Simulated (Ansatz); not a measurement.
`C=C/C=C/C#N`. The species carries charge 0 and has multiplicity 1.

| atom | x (Å) | y (Å) | z (Å) |
| --- | --- | --- | --- |
| C1 | 0.422 | -0.935 | 1.963 |
| C2 | 0.261 | 0.063 | 1.094 |
| C3 | -0.075 | -0.147 | -0.292 |
| C4 | -0.240 | 0.851 | -1.173 |
| C5 | -0.570 | 0.624 | -2.532 |
| N6 | -0.839 | 0.456 | -3.641 |
| H7 | 0.675 | -0.749 | 2.999 |
| H8 | 0.305 | -1.970 | 1.659 |
| H9 | 0.383 | 1.092 | 1.421 |
| H10 | -0.199 | -1.173 | -0.627 |
| H11 | -0.123 | 1.888 | -0.872 |

Q: What are the harmonic wavenumbers in cm⁻¹ at PBE0-D4/def2-TZVP (Ansatz, finite differences of forces, unscaled)? (Estimate.)

A: Computed: 136, 141, 207, 318, 462, 496, 580, 673, 877, 962, 965, 990, 1040, 1044, 1204, 1280, 1318, 1328, 1451, 1667, 1714, 2352, 3161, 3168, 3181, 3190, 3256.

Q: Is this a minimum?

A: Yes, all 27 modes are real.

Q: Give the ideal-gas thermochemistry at 298.15 K and 1 bar (rigid rotor, harmonic oscillator; point group Cs, symmetry number 1).

A: Zero-point energy 222.3 kJ/mol; H(298) − E = 241.0 kJ/mol; entropy 323.4 J/(mol·K), of which translation 163.4, rotation 109.6, vibration 50.5; G(298) − E = 144.6 kJ/mol.

Q: Rotational constants (cm⁻¹)?

A: 0.8909, 0.04856, 0.04605.
